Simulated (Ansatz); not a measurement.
Geometry optimisation, Ansatz 0.2.0, RKS B3LYP/def2-SVP.

Input file:

```yaml
crystal:
  periodic: [false, false, false]
  atoms:
    - { symbol: Si, position_ang: [0.0, 0.0, 0.0] }
    - { symbol: H, position_ang: [0.0, 0.0, 1.46] }
    - { symbol: H, position_ang: [1.3768, 0.0, -0.4862] }
    - { symbol: Si, position_ang: [-1.0456, 1.8115, -0.7393] }
    - { symbol: H, position_ang: [-2.4302, 1.478, -1.0607] }
    - { symbol: H, position_ang: [-1.0215, 2.8436, 0.2931] }
    - { symbol: H, position_ang: [-0.3743, 2.3069, -1.9374] }
    - { symbol: Si, position_ang: [-1.0456, -1.8115, -0.7393] }
    - { symbol: H, position_ang: [-1.7029, -2.4846, 0.3772] }
    - { symbol: H, position_ang: [-2.0454, -1.4265, -1.7311] }
    - { symbol: H, position_ang: [-0.0777, -2.7173, -1.3511] }
basis:
  gaussian: { orbitals: def2-SVP }
hamiltonian:
  xc: b3lyp
relax:
  f_tol: 0.02
  max_steps: 40
output:
  orbitals: {}
```

Command:

```bash
$ ansatz run input.yaml --threads 2 --pin off --max-ram 3072MiB --backend cpu --events-out ev --progress --plain --runs-dir out
```

Task: Where does it end, and by what steps?

Result: The forces met the threshold. The force dipped under the threshold on the way, but the program's further checks kept it going. After 16 steps the energy has fallen by 0.459 eV; H10 moved furthest, 1.27 Å.

```tsv
step	energy less start (eV)	largest force component (eV/Å)	accepted
0	0.0000	1.031	yes
1	-0.3723	0.213	yes
2	-0.3934	0.051	yes
3	-0.3957	0.022	yes
4	-0.4073	0.032	yes
5	-0.4098	0.267	yes
6	-0.4168	0.108	yes
7	-0.4300	0.016	yes
8	-0.4364	0.178	yes
9	-0.4397	0.161	yes
10	-0.4504	0.012	yes
11	-0.4535	0.144	yes
12	-0.4559	0.069	yes
13	-0.4576	0.004	yes
14	-0.4587	0.053	yes
15	-0.4590	0.032	yes
16	-0.4591	0.017	yes
```

```xyz
11
Properties=species:S:1:pos:R:3
Si 0.052 0.004 -0.027
H 0.155 -0.104 1.461
H 1.439 0.124 -0.576
Si -1.172 1.945 -0.578
H -2.563 1.839 -0.045
H -0.527 3.160 0.003
H -1.242 2.101 -2.062
Si -0.958 -1.949 -0.882
H -2.340 -2.089 -0.332
H -1.044 -1.873 -2.370
H -0.167 -3.159 -0.507
```

Whether the end is a true minimum wasn't checked by a vibrational analysis.

Time of the run: 47 s on 2 threads of Intel(R) Xeon(R) Platinum 8175M CPU @ 2.50GHz (Skylake/Cascade Lake), with other jobs on the host, peak memory 0.21 GiB.
